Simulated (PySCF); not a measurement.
First SCF of a structure search on quartet NO2, at a hand-made end-on geometry. PySCF input:

```python
from pyscf import gto, scf, dft
mol = gto.M(atom='''
N      0.000000     0.000000     0.000000
O      0.000000     0.000000     1.380200
O      1.252800     0.000000     2.100200''',
    basis={'N': 'def2-TZVP', 'O': 'def2-TZVP'},
    charge=0, spin=3)
mf = dft.UKS(mol, xc='PBE0')
mf.grids.atom_grid = (50, 194)
aux = {'N': 'def2-universal-JKFIT', 'O': 'def2-universal-JKFIT'}
mf = mf.density_fit(auxbasis=aux)
mf.conv_tol = 1e-08
mf.diis_space = 10
mf.max_cycle = 60
mf.init_guess = 'minao'
mf.verbose = 4
mf.kernel()
```

Excerpt of the output (cycles alone):

```
init E= -204.766197538798
cycle= 1 E= -204.684215593229  delta_E= 0.082  |g|= 0.393  |ddm|= 1.19
cycle= 2 E= -204.536995152133  delta_E= 0.147  |g|= 0.708  |ddm|= 0.652
cycle= 3 E= -204.763669205534  delta_E= -0.227  |g|= 0.0782  |ddm|= 0.432
cycle= 4 E= -204.76661170755  delta_E= -0.00294  |g|= 0.0411  |ddm|= 0.0728
cycle= 5 E= -204.767494922988  delta_E= -0.000883  |g|= 0.0106  |ddm|= 0.031
cycle= 6 E= -204.767540256077  delta_E= -4.53e-05  |g|= 0.0134  |ddm|= 0.012
cycle= 7 E= -204.767621915488  delta_E= -8.17e-05  |g|= 0.00199  |ddm|= 0.00831
cycle= 8 E= -204.767630004036  delta_E= -8.09e-06  |g|= 0.000853  |ddm|= 0.00389
cycle= 9 E= -204.767631891196  delta_E= -1.89e-06  |g|= 0.0003  |ddm|= 0.0025
cycle= 10 E= -204.767632062421  delta_E= -1.71e-07  |g|= 0.000106  |ddm|= 0.000702
cycle= 11 E= -204.76763208326  delta_E= -2.08e-08  |g|= 3.52e-05  |ddm|= 0.000256
cycle= 12 E= -204.767632085276  delta_E= -2.02e-09  |g|= 1.23e-05  |ddm|= 7.52e-05
Extra cycle  E= -204.767632085525  delta_E= -2.49e-10  |g|= 9.93e-06  |ddm|= 2.21e-05
converged SCF energy = -204.767632085525  <S^2> = 3.7715912  2S+1 = 4.0107811
```

No lower solution of this spin was found from smeared starts or by a stability analysis within the unrestricted form.

The search for the lowest solution, 3 starts and the stability check together, took 8.6 s on 2 threads of a shared Intel Xeon @ 2.60GHz (Ice Lake) host, with 93 basis functions; the process peaked at 0.38 GiB.
